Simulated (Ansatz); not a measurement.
# CH3S: the cost of one run

Program: the Python package of Ansatz 0.2.0. The levels of theory stand in the script. These are calculated values, not measurements.

## Step 1: Starting point

Bond lengths: C1–S2 1.805 Å, C1–H3 1.097 Å, C1–H4 1.096 Å, C1–H5 1.097 Å. Angles: S2–C1–H3 110.5°, S2–C1–H4 110.5°, S2–C1–H5 110.5°, H3–C1–H4 108.4°, H3–C1–H5 108.4°, H4–C1–H5 108.4°.

No structure file is read: the coordinates are typed or built in the script.

## Step 2: The script

The input, basis_ch3s.py:

```python
"""Basis-set convergence for CH3S(-)."""

import argparse

import ansatz as az

parser = argparse.ArgumentParser(description="Basis-set convergence for CH3S(-).")
parser.add_argument("--method", required=True, help="wavefunction method")
parser.add_argument("--charge", type=int, default=-1, help="electrons removed")
args = parser.parse_args()

geometry_ang = [
    ("C", (-0.11266, 0.02583, 0.06089)),
    ("S", (1.44249, -0.33223, -0.78291)),
    ("H", (-0.26419, -0.6672, 0.89719)),
    ("H", (-0.95699, -0.07547, -0.63095)),
    ("H", (-0.10864, 1.04908, 0.45577)),
]
geometry = az.Crystal.molecule()
for symbol, xyz in geometry_ang:
    geometry = geometry.atom(symbol, xyz)

setup = (
    geometry.calculation()
    .correlation(args.method)
    .charge(args.charge)  # electrons removed from the neutral system
)

energies = {}
for basis in ["cc-pVDZ", "cc-pVTZ"]:
    r = setup.basis(gaussian=basis).run().report
    size = r["n_frozen"] + r["n_occupied"][0] + r["n_virtual"][0]
    energies[basis] = (r["reference_energy_ev"] / 27.211386246, r["free_energy_ev"] / 27.211386246)
    print(f"{basis:14s} {size:4d} orbitals  reference {energies[basis][0]:14.6f} Ha  total {energies[basis][1]:14.6f} Ha")

# correlation energy at the basis limit from E(X) = E + A / X^3
small, large = (energies[b][1] - energies[b][0] for b in ("cc-pVDZ", "cc-pVTZ"))
limit = (3 ** 3 * large - 2 ** 3 * small) / (3 ** 3 - 2 ** 3)
print(f"correlation energy: {small:.6f} and {large:.6f} Ha, extrapolated {limit:.6f} Ha")
print(f"share caught by the larger set: {100 * large / limit:.1f} %")
```

## Step 3: The calls as engine input

The package turns the script's settings into the engine's input (first run):

```yaml
crystal:
  periodic: [false, false, false]
  atoms:
    - { symbol: C, position_ang: [-0.11266, 0.02583, 0.06089] }
    - { symbol: S, position_ang: [1.44249, -0.33223, -0.78291] }
    - { symbol: H, position_ang: [-0.26419, -0.6672, 0.89719] }
    - { symbol: H, position_ang: [-0.95699, -0.07547, -0.63095] }
    - { symbol: H, position_ang: [-0.10864, 1.04908, 0.45577] }
basis:
  gaussian:
    orbitals: cc-pVDZ
total_charge: -1.0
correlation:
  method: ccsd_t
```

## Step 4: The run

On the command line:

```console
python basis_ch3s.py --method ccsd_t
```

**Question.** How long does this script take on 1 thread of Arm Neoverse V2, shared host, and how much memory does it need?

About 5.7 s, with a peak of 0.4 GiB.
